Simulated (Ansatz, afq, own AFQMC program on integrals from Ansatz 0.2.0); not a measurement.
BHClF, singlet: energetics from AFQMC and coupled cluster

```xyz
4

F     1.2486    0.2826   -0.4643
B     0.1025   -0.0761    0.0624
Cl   -1.3717    0.5706   -0.6108
H     0.0762   -0.8373    0.9924
```

Geometry: a PBE0/def2-SVP stationary point, not shown to be a minimum. Basis def2-TZVP. Only valence electrons are correlated. Integrals, coupled cluster, full CI and functionals: Ansatz 0.2.0; the random walks run on the same integrals in our own AFQMC program. The CISD trial takes its coefficients from CCSD amplitudes. Released means that phaseless walkers are propagated on without the constraint, phases kept. Uncertainties: one standard error, sampling alone.

Best estimates are CCSD(T) at the basis-set limit (def2-TZVPP/QZVPP) plus the step from CCSD(T) to the highest rung at hand in def2-TZVP, named in the table (released AFQMC can keep some 10 meV of bias). Fragments are relaxed and keep their bonds. No zero-point, core-correlation or spin–orbit terms. Other levels are in def2-TZVP; a dash marks a level that is missing or breaks spin symmetry for a member.

Cautions: BHF (doublet): the ph-AFQMC/CISD walk drifts between its halves (2.1 errors); BClF (doublet): the released value is read at 1.50 1/Eh with a noise of 12 meV, more than in the cases checked (meV from the phaseless value at times in 1/Eh: -6 ± 6 at 0.24, -17 ± 8 at 0.51, -18 ± 16 at 0.99, -4 ± 12 at 1.50).

```json
{"process": "B2–Cl3 → BHF (doublet; F–BH) + Cl (doublet)", "wB97M-V (kcal/mol)": "129.1"}
{"process": "B2–H4 → BClF (doublet; F–B–Cl) + H (doublet)", "wB97M-V (kcal/mol)": "112.4"}
{"process": "to free atoms", "wB97M-V (kcal/mol)": "363.4"}
```

From these values, estimate the best estimates.


| process | best estimate (kcal/mol) | highest rung |
| --- | --- | --- |
| B2–Cl3 → BHF (doublet; F–BH) + Cl (doublet) | 127.3 | CCSDT(Q) |
| B2–H4 → BClF (doublet; F–B–Cl) + H (doublet) | 111.9 ± 0.3 | released AFQMC |
| to free atoms | 359.8 | CCSDT(Q) |

Errors against the best estimates in kcal/mol, in the same order:

```csv
level,"error, 1","error, 2","error, 3"
MP2,1.2,-5.2,4.9
CCSD(T),-3.3,-2.7,-9.9
ph-AFQMC/CISD,-3.1 ± 0.2,-2.3 ± 0.2,-9.5 ± 0.2
CCSD(T)/CBS,0.1,-0.2,0.0
PBE,-0.5,-6.2,9.2
r2SCAN,-2.4,-6.1,5.3
PBE0,-1.9,-5.1,1.3
B3LYP,-5.5,-2.1,-2.1
wB97M-V,1.8,0.5,3.6
B2PLYP,-3.4,-2.5,-1.5
```

Cost at the first geometry (cards were shared with other jobs): PBE0/def2-TZVP, 1.8 s on 1 thread of AMD EPYC 7R13 Processor (Zen 3), on a shared host; RCCSD(T)/def2-TZVP, 9 s on 1 × NVIDIA H100 80GB HBM3 with 1 thread of AMD EPYC 7R13 Processor (Zen 3) (shared host); CCSD(T)/def2-QZVPP, 3.4 s on 1 × NVIDIA H100 80GB HBM3 with 1 thread of AMD EPYC 7R13 Processor (Zen 3), with other jobs on the host; CCSDT(Q), 37 s on 1 × NVIDIA H100 80GB HBM3 with 1 thread of AMD EPYC 7R13 Processor (Zen 3) (shared host); ph-AFQMC/CISD with release, 3.1 min on 1 × NVIDIA H100 80GB HBM3 with 2 threads of AMD EPYC 7R13 Processor (Zen 3), with other jobs on the host.

Best estimates are given only where the step beyond CCSD(T) is under 0.3 eV and no member's determinant is very poor (T1 over 0.05, or 0.07 for open shells, ⟨S²⟩ too high by 0.3, two states mixed), so the hardest cases are missing from such tables.

The functionals ran in a triple-zeta set and keep a basis error of their own, a few kJ/mol for each bond in atomization energies and more for double hybrids, so close places among them and the extrapolated levels can swap.

CCSDT and higher add their correlation energy to the determinant of the CCSD(T) run, since their own runs factorise the integrals more tightly (a shift of under 2 meV). Each member of a difference takes its own highest rung, so a best estimate needn't equal the limit plus the step of one row. A walk keeps the symmetry of its determinant, which the program's search chose and which needn't be the lowest solution, so a lower state of the same spin and another symmetry isn't excluded. Released energies are given only where the last usable release times agree within the noise; a slower fall can still hide under it.
